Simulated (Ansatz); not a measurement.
fcc Cu was calculated with PBE0 (plane waves, PAW; Ansatz, a first-principles code).

Settings: plane-wave cutoff 460 eV, 16×16×16 k mesh, Fermi–Dirac smearing 0.05 eV, no spin polarisation, scalar-relativistic PAW data made under PBE.

Energies at three volumes about the minimum:

| V (Å³/atom) | E − E_lowest (meV/atom) |
|---|---|
| 11.663 | 2.80 |
| 11.851 | 0.00 |
| 12.261 | 2.41 |

Fit a parabola by hand: where is the minimum, what lattice constant follows, and what is the bulk modulus?

Slopes: (0.00 − 2.80)/(11.851 − 11.663) = -14.894 and (2.41 − 0.00)/(12.261 − 11.851) = 5.878 meV/Å³. Curvature E″ = 2 × (5.878 − (-14.894))/(12.261 − 11.663) = 69.472 meV/Å⁶. From the middle of the first interval, the slope vanishes at V0 = 11.7570 − (-14.894)/69.472 = 11.971 Å³/atom. B = V0 E″ = 11.971 × 69.472 meV/Å³ × 0.1602 GPa per meV/Å³ = 133 GPa. With 4 atoms in the cube, a = (4 × 11.971)^(1/3) = 3.631 Å. The full Birch–Murnaghan fit to all volumes gives V0 = 11.964 Å³/atom and B0 = 130 GPa.

Measured, for comparison: bulk modulus 144 GPa (0 K value with the zero-point phonon effect removed, our sources range from 140 to 145; as tabulated in Mejia-Rodriguez and Trickey (2018), arXiv:1807.09216); lattice constant a 3.595 Å (low-temperature or extrapolated to 0 K; zero-point anharmonic expansion removed; as tabulated in Csonka et al. (2009), arXiv:0903.4037). Computed (rounded) less measured: bulk modulus -10 % (-7 % to -10 % over the range).
